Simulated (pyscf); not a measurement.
## Concerted two-bond exchange: H₂Si=Se (SMILES [SiH2]=[Se]) + HF (SMILES F) → :HSi–SeH (SMILES [SiH][SeH]) [singlet] + HF (SMILES F)

Gas phase, singlet surface, charge 0. Bonds broken: Si2–H3, F5–H6. Bonds formed: Se1–H6, H3–F5. Optimised with ωB97X-D3(BJ)/def2-SVP in PySCF. MP2 and CC: frozen core, UHF for open shells. ΔMP2 is the change of the MP2 total energy from the triple- to the quadruple-zeta basis.

Transition state (Å):

```xyz
6

Se    -0.1535     0.3324     1.3169
Si    -1.9412    -0.3305     0.3173
H     -1.1501    -0.1753    -1.2173
H     -3.0849    -0.6458     1.2340
F     -0.0369     0.1701    -1.5571
H      0.2154     0.3362    -0.3794
```

One imaginary mode, 1839i cm⁻¹; descent along it reached the two sides named, in the forms told below.

```json
[
 {"bond": "Si2–H3", "change": "breaks", "reactant side (Å)": "1.481", "saddle": "1.733", "product side": "2.512"},
 {"bond": "F5–H6", "change": "breaks", "reactant side (Å)": "0.935", "saddle": "1.216", "product side": "2.377"},
 {"bond": "Se1–H6", "change": "forms", "reactant side (Å)": "2.390", "saddle": "1.736", "product side": "1.469"},
 {"bond": "H3–F5", "change": "forms", "reactant side (Å)": "2.7", "saddle": "1.214", "product side": "0.932"}
]
```

Electronic energies relative to the separated reactants (kcal/mol):

| level | barrier | reaction energy | reverse barrier |
|---|---|---|---|
| ωB97X-D3(BJ)/def2-TZVP | 38.7 | +14.3 | 24.4 |
| PBE/def2-TZVP | 26.4 | +12.6 | 13.9 |
| r²SCAN/def2-TZVP | 31.8 | +15.8 | 16.1 |
| B3LYP-D3(BJ)/def2-TZVP | 35.8 | +13.4 | 22.4 |
| PBE0-D3(BJ)/def2-TZVP | 33.3 | +13.5 | 19.8 |
| M06-2X/def2-TZVP | 39.5 | +13.2 | 26.3 |
| ωB97M-D3(BJ)/def2-TZVP | 38.7 | +12.1 | 26.6 |
| HF/def2-TZVP | 64.6 | +15.4 | 49.2 |
| MP2/def2-QZVPP | 41.4 | +17.6 | 23.8 |
| CCSD/def2-TZVPP | 46.6 | +13.1 | 33.5 |
| CCSD(T)/def2-TZVPP | 42.4 | +13.6 | 28.8 |
| CCSD(T)/def2-TZVPP + ΔMP2(QZVPP) | 42.3 | +14.1 | 28.2 |

With CCSD(T)/def2-TZVPP + ΔMP2(QZVPP) energies and thermal terms (ideal gas, 1 atm, RRHO with modes under 100 cm⁻¹ raised to 100, one conformer, R ln 2 for chiral ones without a mode under 150 cm⁻¹), in kcal/mol:

| T (K) | ΔH‡ | ΔG‡ | ΔH | ΔG |
|---|---|---|---|---|
| 298 | 39.5 | 49.1 | +13.8 | +13.1 |
| 600 | 39.3 | 58.9 | +14.0 | +12.3 |
| 900 | 39.7 | 68.7 | +14.0 | +11.5 |
| 1200 | 40.3 | 78.2 | +14.1 | +10.6 |

On the reactant side the descent ends in a complex, 7.1 kcal/mol under the separated species and 45.8 kcal/mol under the saddle at ωB97X-D3(BJ)/def2-TZVP. On the product side the descent ends in a complex, 4.8 kcal/mol under the separated species and 29.3 kcal/mol under the saddle at ωB97X-D3(BJ)/def2-TZVP. The same reactants have a lower exit, to F–SiH=Se + H₂ (barrier +10.7 kcal/mol at ωB97M-D3(BJ), against +38.7 kcal/mol here). One saddle was located; it need not be the lowest between these sides. The CCSD(T) − MP2 part came from Ansatz, without density fitting, on the same reference. The frozen core leaves the outer d or s,p core shells of the metals and heavy elements correlated in the MP2 and CC values, and def2-TZVPP describes them poorly, which can shift differences by a few kcal/mol. Elements up to Kr have no core potential and no relativistic terms here.
